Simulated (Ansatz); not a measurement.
NH2 (SMILES [NH2]) moved off its minimum; all values from Ansatz (a program for electronic structure), cores frozen in correlated methods. Open shells are unrestricted.
(charge 0, multiplicity 2)
```xyz
3

N      0.08506     0.12543    -0.20563
H     -0.71445    -0.46700    -0.01199
H      0.76066    -0.24465    -0.00503
```

Forces at HF/def2-TZVPP (eV/Å):

```tsv
atom	Fx	Fy	Fz
N1	-17.499	9.407	-5.121
H2	0.482	0.154	-0.032
H3	17.017	-9.561	5.153
```

**Question.** Give the forces (eV/Å), the total energy and the dipole at CCSD(T)/aug-cc-pVTZ.

**Answer.** 
```tsv
atom	Fx	Fy	Fz
N1	-17.371	10.071	-5.390
H2	-0.041	-0.261	0.106
H3	17.412	-9.810	5.284
```
Energy -55.7319 hartree, dipole 1.76 D.
